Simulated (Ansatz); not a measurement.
`[NH2][AlH][SiH3]` → Al• + 6 H• + N• + Si•  (atomization)

Program: Ansatz. Geometries: PBE0-D4/def2-TZVP. ΔE: electronic, gas phase. CCSD(T)/CBS is the MP2 limit (def2-TZVPP, def2-QZVPP) plus CCSD(T) − MP2 in def2-TZVPP, frozen cores. This one scheme is used for every species, atoms too. Functionals use def2-TZVPP. No spin–orbit coupling; open shells (•) take unrestricted orbitals. Spin–orbit coupling would lower the free atoms: a little for Al, Si. Each species was taken in one conformer, which may not be the lowest.

`[NH2][AlH][SiH3]`:

Cartesian coordinates in Å:
```
N -1.393 0.568 -1.286
Al 0.108 -0.290 -0.921
Si 0.915 -0.240 1.393
H -1.943 1.077 -0.613
H -1.823 0.618 -2.197
H 0.830 -1.035 -2.122
H 1.015 -1.612 1.971
H 0.017 0.550 2.286
H 2.275 0.366 1.489
```

| level | ΔE (kcal/mol) |
| --- | --- |
| revPBE-D4 | 620.2 |
| r2SCAN-D4 | 632.2 |
| B97M-V | 640.0 |
| CAM-B3LYP-D4 | 638.1 |
| ωB97M-V | 635.2 |
| revPBE | 611.0 |
| r2SCAN0 | 624.2 |
| HF/def2-QZVPP | 463.9 |

Problem. What does CCSD(T)/CBS give? (An estimate is asked.)

Solution. Computed: +636.1 kcal/mol. The listed levels differ from it by -15.9, -3.9, 3.9, 2.0, -0.9, -25.1, -11.9, -172.2 kcal/mol.

Largest T1 diagnostic among the species: 0.018.

The D4 term adds +5.4 kcal/mol with B3LYP and +2.9 kcal/mol with PBE0; it sums over pairs of atoms, weighted by their polarisabilities, and B3LYP, whose exchange is more repulsive, gets the larger term. Leaving LDA and LC-ωPBE aside and taking each functional with its dispersion term where it has one, the values spread over 19.8 kcal/mol, from revPBE-D4 to B97M-V. LDA lies +75.2 kcal/mol from PBE without D4, its usual overbinding. In def2-TZVPP, CCSD(T) changes the Hartree–Fock value by +155.2 kcal/mol (the triples alone add +6.5 kcal/mol) and MP2 by +151.4 kcal/mol; breaking electron pairs costs correlation energy, which Hartree–Fock lacks.

B3LYP here is the variant with VWN-RPA as its local correlation; programs differ in this.

For atomizations the MP2-based limit and the directly extrapolated one differ by several kJ/mol either way, and by 10 to 25 for some Ge, Se and Sn compounds, so smaller differences from it don't rank the levels.
